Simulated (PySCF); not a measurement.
Rows and methods have been separated. Pair them.

Compound: 3-amino-1-propanol, C3H9NO.
SMILES: `NCCCO`

The closed-shell ground state was solved 7 times with PySCF (density fitting, gas phase), always in the def2-SVPD basis (175 functions), with these functionals: B3LYP, BHandHLYP, HF, LC-wPBE, LDA, PBE0 and wB97X-D. Geometry: PBE0-D3(BJ)/def2-SVP, one conformer, isolated molecule.

```csv
row,total energy (Eh),HOMO (eV),LUMO (eV),dipole (D)
P,-249.3896,-8.65,1.01,3.60
Q,-249.4048,-9.95,2.31,3.64
R,-247.4412,-5.72,-0.32,3.58
S,-247.9759,-10.89,2.63,3.64
T,-249.4650,-9.10,2.21,3.57
U,-249.2567,-7.17,0.51,3.53
V,-249.5476,-6.95,0.18,3.53
```

Problem. Which functional belongs to which row?

Solution. P = BHandHLYP, Q = LC-wPBE, R = LDA, S = HF, T = wB97X-D, U = PBE0, V = B3LYP. By rising HOMO–LUMO gap: LDA (LDA) 5.40 eV; B3LYP (global hybrid, 20 % exact exchange) 7.13 eV; PBE0 (global hybrid, 25 % exact exchange) 7.68 eV; BHandHLYP (global hybrid, 50 % exact exchange) 9.66 eV; wB97X-D (range-separated hybrid) 11.31 eV; LC-wPBE (range-separated hybrid) 12.26 eV; HF (all exact exchange) 13.52 eV. Total energies of different functionals aren't bounds to one another; each is stationary for its own functional.

Conformer computed: `[NH2:1][CH2:2][CH2:3][CH2:4][OH:5]`: N1–C2–C3–C4 60°, C2–C3–C4–O5 -65°, H–N1–C2–C3 71°, H–N1–C2–C3 -171°, H–O5–C4–C3 45°.

wB97X-D is run here without its empirical dispersion term; that term would change no orbital, density or response property at a fixed geometry.
